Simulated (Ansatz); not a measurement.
A run of Ansatz (development build ahead of 0.2.0) on singlet NH3 at this shape:

```xyz
4

N     0.0000    0.0000    0.1022
H     0.0000    0.8935   -0.2670
H     0.7738   -0.4468   -0.2670
H    -0.7738   -0.4468   -0.2670
```

Its results:

| Quantity | Value |
| --- | --- |
| Converged | yes |
| Reference energy | -56.21493 hartree |
| Correlation energy | -0.23279 hartree |
| Total energy | -56.44771 hartree |
| Spin squared of the determinant | 0.000 |
| Stability test | minimum among restricted orbitals |
| Occupied orbitals by symmetry in an Abelian subgroup (alpha; beta) | 4 A' 1 A''; 4 A' 1 A'' |

Forces (eV/Å):
```
atom      Fx      Fy      Fz
  N1   0.000   0.000   2.209
  H2   0.000   2.154  -0.736
  H3   1.865  -1.077  -0.736
  H4  -1.865  -1.077  -0.736
```

**Question.** Which input gives this output? Name the method, the orbitals and the basis set, and write the input.

**Answer.** RHF-MP2 in cc-pVTZ. An unrestricted run that stays on the closed shell gives the same numbers.

```yaml
crystal:
  periodic: [false, false, false]
  atoms:
    - { symbol: "N", position_ang: [0.0, 0.0, 0.10217] }
    - { symbol: H, position_ang: [0.0, 0.89352, -0.26703] }
    - { symbol: H, position_ang: [0.77381, -0.44676, -0.26703] }
    - { symbol: H, position_ang: [-0.77381, -0.44676, -0.26703] }
basis:
  gaussian: { orbitals: cc-pVTZ }
hamiltonian:
  xc: hf
correlation:
  method: mp2
  frozen_orbitals: { H: 0, "N": 1 }
output:
  forces: true
```
